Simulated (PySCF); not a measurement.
dichloromethane cation (CH₂Cl₂), SMILES ClCCl (connectivity only; charge and spin as stated), charge +1, multiplicity 2. Atoms are numbered in the order given.

```xyz
5

Cl    -1.4925     0.0000     0.1990
C      0.0000     0.0000    -0.6714
Cl     1.4925     0.0000     0.1990
H      0.0000     0.8765    -1.3684
H      0.0000    -0.8765    -1.3684
```
Charge +1, spin multiplicity 2.

Geometry: PBE-D3(BJ)/def2-TZVP. The spin state was assumed, not searched.

The numbers are results of PBE0/pcH-1 (PySCF), not measurements.

Unrestricted Kohn–Sham, ⟨S²⟩ = 0.752. Hyperfine tensors hold the contact and dipolar terms, without spin-orbit corrections.

Computed hyperfine couplings:
| nucleus | A(iso) (MHz) | A(iso) (G) | dipolar principal values (MHz) |
|---|---|---|---|
| 35Cl no. 1 | 10.6 | 3.8 | -72.7, -70.9, 143.6 |
| 13C no. 2 | -38.0 | -13.5 | -14.2, -11.3, 25.5 |
| 35Cl no. 3 | 10.6 | 3.8 | -72.7, -70.9, 143.6 |
| 1H no. 4 | 260.0 | 92.8 | -10.6, -6.7, 17.3 |
| 1H no. 5 | 260.0 | 92.8 | -10.6, -6.7, 17.3 |
